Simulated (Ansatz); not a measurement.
Geometry optimisation, RKS PBE/6-31G* (Ansatz).

The input (input.yaml):

```yaml
crystal:
  periodic: [false, false, false]
  atoms:
    - { symbol: Al, position_ang: [0.004927, -0.52645, -0.410204] }
    - { symbol: H, position_ang: [0.034618, -0.030004, 2.304817] }
    - { symbol: F, position_ang: [1.461606, 0.181074, -0.768451] }
    - { symbol: H, position_ang: [-1.372909, 0.168311, -0.775513] }
    - { symbol: F, position_ang: [0.06729, -2.024302, 0.344964] }
    - { symbol: H, position_ang: [0.044768, -0.66713, 1.981387] }
basis:
  gaussian: { orbitals: "6-31G*" }
hamiltonian:
  xc: pbe
relax:
  f_tol: 0.03
  max_steps: 50
```

Launched with:

```bash
$ ansatz run input.yaml --threads 1 --pin off --max-ram 2048MiB --backend cpu --events-out ev --progress --plain --runs-dir out
```

Task: Where does it end, and by what steps?

Result: The forces met the threshold. The force dipped under the threshold on the way, but the program's further checks kept it going. After 12 steps the energy has fallen by 0.074 eV; F5 moved furthest, 0.30 Å.

```
step  energy less start (eV)  largest force component (eV/Å)  accepted
   0                  0.0000                           1.458       yes
   1                 -0.0067                           1.016       yes
   2                 -0.0425                           0.642       yes
   3                 -0.0601                           0.583       yes
   4                 -0.0653                           0.426       yes
   5                 -0.0717                           0.029       yes
   6                 -0.0722                           0.100       yes
   7                 -0.0701                           0.436        no
   8                 -0.0735                           0.037       yes
   9                 -0.0709                           0.142        no
  10                 -0.0739                           0.025       yes
  11                 -0.0741                           0.051       yes
  12                 -0.0742                           0.026       yes
```

```xyz
6
Properties=species:S:1:pos:R:3
Al 0.015 -0.576 -0.348
H 0.070 0.129 2.086
F 1.457 0.197 -0.637
H -1.360 0.155 -0.617
F 0.065 -2.182 0.088
H -0.007 -0.622 2.106
```

The run took 11 s on 1 thread of Intel(R) Xeon(R) Platinum 8488C (Sapphire Rapids), on a shared host, peak memory 0.12 GiB.
